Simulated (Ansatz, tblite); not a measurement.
Cost and result up the ladder for SiS2⁻ (the lowest doublet isomer of a short search) (3 atoms). Total charge -1; doublet. Geometry: PBE-D4/def2-TZVPD.

Cartesian coordinates in Å:
```
Si -0.5157 0.1303 0.0309
S -0.1508 -1.8082 0.5127
S 0.6666 1.6779 -0.5435
```

Ansatz on 4 threads of Arm Neoverse V1 on a shared host; xTB runs through tblite on one thread. Times are rough, summed over both states, and most runs start from the orbitals of an earlier one. No level here is sound enough to serve as a yardstick. The other state is a singlet.

The xTB rows come from tblite. Correlated methods freeze 15 core orbitals. The structure comes from a short search, and lower isomers may exist.

Run but left out: HF/def2-TZVPPD (neutral singlet: restricted singlet, unstable towards broken spin symmetry).

Correlated methods converge slowly with the basis.

Raw xTB energies of ions are shifted by several eV, and xTB has no spin-polarisation term.

| level | functions | wall time |
| --- | --- | --- |
| GFN1-xTB | 27 | 0.006 s |
| GFN2-xTB | 27 | 0.007 s |
| PBE-D4/def2-TZVPD | 135 | 2.4 s |
| PBE0-D4/def2-TZVPD | 135 | 3.2 s |
| r2SCAN-D4/def2-TZVPD (with forces) | 135 | 5.6 s |
| CCSD(T)/def2-TZVPPD | 150 | 12 s |

Task: Estimate what each level gives for the vertical IE (eV).

Result: 
| level | vertical IE (eV) | remarks |
| --- | --- | --- |
| GFN1-xTB | 5.49 | – |
| GFN2-xTB | 6.34 | – |
| PBE-D4/def2-TZVPD | 2.68 | HOMO above zero (-1 doublet), restricted SCF unstable in HF (singlet) |
| PBE0-D4/def2-TZVPD | 2.89 | restricted SCF unstable in HF (singlet) |
| r2SCAN-D4/def2-TZVPD (with forces) | 2.84 | restricted SCF unstable in HF (singlet) |
| CCSD(T)/def2-TZVPPD | 2.64 | large T1 (0.024) (singlet), restricted SCF unstable (singlet) |
